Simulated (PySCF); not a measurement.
Gas-phase reaction: 2 CH₃SiH₂ + C₄H₁₀ (n-butane) = 2 CH₃SiH₃ + C₄H₈ (cyclic)

Method: PySCF energies plus ideal-gas RRHO corrections (1 bar). S°(298 K) at PBE0/def2-TZVP differs from the NASA 1993 table for C₄H₁₀ (n-butane) (-9 J/mol/K); whether the harmonic model or the table's entry is off was not settled. † marks an energy on the PBE0/def2-TZVP geometry and frequencies; other levels use their own. CCSD(T) freezes the core. Open shells (unrestricted): CH₃SiH₂ (multiplicity 2); the rest are closed-shell singlets. B3LYP is the form with VWN-RPA correlation. CH₃SiH₂: computed as isolated molecules; such fragments, hydroxides, amides, oligomers or adducts are transient or little studied in the gas. CCSD(T) isn't extrapolated to the basis-set limit. The harmonic model lacks anharmonicity and excited electronic states, which grow with temperature; levels with a mode under 35 cm⁻¹ are left out. Internal rotation in CH₃SiH₂, C₄H₁₀ (n-butane), CH₃SiH₃ is treated as a harmonic vibration of one conformer, which makes the entropy rough.

```tsv
level	ΔE electronic, kJ	ΔH°(298 K), kJ	ΔS°(298 K), J/K	ΔG°(1200 K), kJ
B3LYP/def2-TZVP†	-161	-169	-63	-91
BLYP/def2-TZVP†	-155	-163	-63	-85
CCSD(T)/def2-SVP†	-162	-171	-63	-93
HF/def2-TZVP†	-106	-114	-63	-36
M06-2X/def2-TZVP†	-161	-169	-63	-91
PBE/def2-SVP	-159	-167	-61	-91
PBE/def2-TZVP†	-156	-164	-63	-86
ωB97M-V/def2-TZVP†	-191	-199	-63	-121
```
ΔH° is lowest at ωB97M-V/def2-TZVP† and highest at HF/def2-TZVP†. No reference value is set beside these.
